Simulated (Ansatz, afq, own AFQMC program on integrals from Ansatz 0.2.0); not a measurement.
Two steps: Ansatz 0.2.0 writes the Fock matrix and Cholesky factors of the valence space, and afq projects on them the lowest state that overlaps trial and start.

```yaml
crystal:
  periodic: [false, false, false]
  atoms:
    - {symbol: Al, position_ang: [0.000000, -0.232198, 1.958265]}
    - {symbol: Ge, position_ang: [0.000000, 0.264811, -0.394819]}
    - {symbol: N, position_ang: [0.000000, -0.926042, -1.724698]}
basis:
  gaussian: {orbitals: cc-pVDZ}
magnetization: {spin_polarized: false, initial_magnetization: 2}
correlation: {method: ccsd_t, electrons: outside_noble_gas, hamiltonian_folder: ham}
```

```sh
$ ansatz run in.yaml --threads 1 --pin off --events-out ev --progress --plain --max-ram 1382MiB
```

afq runs on the folder ham with

```
--method phaseless --trial hf --walkers 120 --populations 1 --least-time 40 --time-step 0.005 --steps-per-block 20 --equilibration-blocks 112 --max-blocks 600 --target-error 0.00126 --factor-cut 1e-05 --start spin_pure --seed 7609 --taylor-order 6
```

Times are imaginary, in 1/Eh. The walk had a cap of 1581 s. Filled inner d shells are frozen with the cores.

afq prints:

```
orbitals 39  electrons 7 5  factors 300 of 647
reference energy -2371.54248962 Eh
CCSD correlation -0.30104712 Eh in 29 cycles, weight of the determinant in the CISD state 0.7236
energy of the start -2371.542510 Eh
 block  time / (1/Eh)  mean weight  energy / Eh
     1     0.100  1.0023  -2371.597192
     2     0.200  1.0010  -2371.628787
     3     0.300  1.0002  -2371.667851
     4     0.400  1.0037  -2371.710866
     5     0.500  1.0014  -2371.712457
     7     0.700  1.0015  -2371.743911
     9     0.900  1.0024  -2371.765499
    18     1.800  1.0004  -2371.837354
    52     5.200  0.9985  -2371.825585
    86     8.600  1.0002  -2371.827704
   120    12.000  1.0017  -2371.876023
   154    15.400  0.9999  -2371.833794
   188    18.800  1.0007  -2371.810680
   222    22.200  0.9982  -2371.869065
   256    25.600  1.0005  -2371.878767
   273    27.300  1.0013  -2371.802731
   290    29.000  0.9994  -2371.830868
   324    32.400  1.0020  -2371.905986
   358    35.800  1.0018  -2371.864228
   392    39.200  1.0004  -2371.844653
   426    42.600  1.0001  -2371.857024
   460    46.000  0.9989  -2371.843938
   494    49.400  0.9989  -2371.853653
   528    52.800  1.0007  -2371.851831
   562    56.200  0.9988  -2371.811369
   596    59.600  0.9993  -2371.828202
   630    63.000  1.0006  -2371.867889
   664    66.400  1.0021  -2371.858657
   698    69.800  0.9990  -2371.805696
blocks merged  error / Eh  count
     1  0.001043  600
     2  0.001386  300
     4  0.001795  150
     8  0.002243  75
    16  0.002448  37
    32  0.002575  18
    64  0.002373  9
energy -2371.847050 +/- 0.002575 Eh
(rows thinned)
```

The run passed its tests (sampling time, drift between the halves within three errors, error under three times the target), which doesn't prove that it has relaxed.

Against this walk (error 70.1 meV) on the same determinant: CCSD(T) 402.1 meV lower, CCSDT(Q) 783.6 meV lower, a separate phaseless walk with a CISD trial and standard settings 365.0 ± 77.3 meV lower. The error is statistical and leaves out the bias of the constraint. None of these is a sure reference here.

Cautions: constraint bias not in the error; error above the target (70.1 against 34.3 meV); no relativity below Rb; no spin-orbit coupling; inner d shell frozen; lower spins were not checked; higher spins were not checked; a spin-contaminated unrestricted determinant lies lower (UHF 1.32 eV lower, ⟨S²⟩ 3.01); the search met a lower determinant of the same kind, perhaps of another symmetry (175 meV lower); strong correlation (T1 0.066, weight of the determinant 0.72, largest double 0.10); (T) is large, 6 % of the CCSD correlation; (Q) is large, 168 meV, so the cluster series hasn't closed; CCSDT(Q) on the UHF determinant differs (27 meV higher), by its state or its frozen core; the bias of populations of 120 walkers isn't removed.

The walk took 3.1 min on 1 thread of Intel(R) Xeon(R) 6975P-C (Granite Rapids), with other jobs on the host. The log's last line is the phaseless energy.

CCSDT and higher add their correlation energy to the determinant of the CCSD(T) run, since their own runs factorise the integrals more tightly (a shift of under 2 meV). A walk keeps the symmetry of its determinant, which the program's search chose and which needn't be the lowest solution, so a lower state of the same spin and another symmetry isn't excluded.
